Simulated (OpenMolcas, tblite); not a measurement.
How methods differ on Si2H6O (SMILES O[SiH2][SiH3])

The species is Si2H6O (9 atoms), meant as a singlet with charge 0. As SMILES, `O[SiH2][SiH3]`. The shape is that of a PBE0-D4/def2-TZVP optimisation. This is one conformer, not always the lowest.

```xyz
9

O    -1.6090    1.0399   -0.7620
Si    0.0048    0.9331   -0.4159
Si    0.5442   -1.0384    0.7386
H    -1.9966    0.3414   -1.2908
H     0.8306    0.9945   -1.6578
H     0.3114    2.1252    0.4130
H     2.0129   -1.1048    0.9745
H     0.1462   -2.2282   -0.0662
H    -0.1560   -1.1091    2.0495
```

Quantity: the dipole moment, in D. The values are calculated.

| level | kind | program | value (D) | CPU time |
| --- | --- | --- | --- | --- |
| GFN2-xTB | semi-empirical | tblite | 1.25 | under 2 s |
| HF/def2-SVPD | Hartree–Fock | OpenMolcas | 1.29 | 20 s |
| SVWN5/def2-SVPD | LDA | OpenMolcas | 1.16 | 46 s |
| PBE/def2-SVPD | GGA | OpenMolcas | 1.13 | 59 s |
| M06-L/def2-SVPD | meta-GGA | OpenMolcas | 1.16 | 73 s |
| B3LYP/def2-SVPD | global hybrid | OpenMolcas | 1.18 | 60 s |

The values span 1.13 to 1.29 D. Magnitudes only. Times are those of the runs behind each value, whatever else they computed, on shared processors of several kinds: orders of magnitude only.
